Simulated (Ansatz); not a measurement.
**AlPN (quartet): wave-function methods side by side, def2-QZVPP**

The task here is to estimate one member of a computed series from the others.

Program: Ansatz 0.2.0, Gaussian basis. Level of theory: def2-QZVPP, core rule «outside noble gas», up to 11 orbitals frozen. These are calculated values, not measurements.

The runs, in order: UHF; ROHF; CCSD(T) on UHF.

4 further runs of the same task are left out: 4 set aside as unsound or not needed.

### What is computed

The geometry is a PBE0/def2-TZVP stationary point (not a proven minimum) of the parent state, kept for this charge and spin.

3 atoms, charge 0, spin multiplicity 4.

Atoms are counted from 1 here; the program's logs count them from 0.

Bond lengths: N1–Al2 1.848 Å, Al2–P3 2.160 Å. Angles: N1–Al2–P3 180.0°.

As a file:

```
N     0.00000    0.00000   -1.95200
Al    0.00000    0.00000   -0.10420
P     0.00000    0.00000    2.05620
```

Set-up of the first run:

The input, in.yaml:

```yaml
crystal:
  periodic: [false, false, false]
  atoms:
    - {symbol: N, position_ang: [0.000000, 0.000000, -1.952000]}
    - {symbol: Al, position_ang: [0.000000, 0.000000, -0.104200]}
    - {symbol: P, position_ang: [0.000000, 0.000000, 2.056200]}
basis:
  gaussian: {orbitals: "def2-QZVPP.json"}
magnetization: {spin_polarized: true, initial_magnetization: 3}
hamiltonian: {xc: hf}
output: {orbitals: {seedname: orbitals}}
```

On the command line:

```bash
ansatz run in.yaml --threads 1 --pin off --events-out ev --progress --plain --max-ram 2393MiB
```

Among the steps run: UHF; ROHF; CCSD(T) on UHF.

One of the session's tables, all rows but one given; the rest of the session is left out.

```
  method  from UCCSD(T) (meV)
    ROHF             +10749.5
     UHF                    ?
    UMP2              +1588.3
   UCCSD               +566.8
UCCSD(T)                    0
```

Estimate the missing values for UHF.

As computed: from UCCSD(T) (meV): +10428.8. In the column «from UCCSD(T) (meV)» it lies between UMP2 (+1588.3) and ROHF (+10749.5).
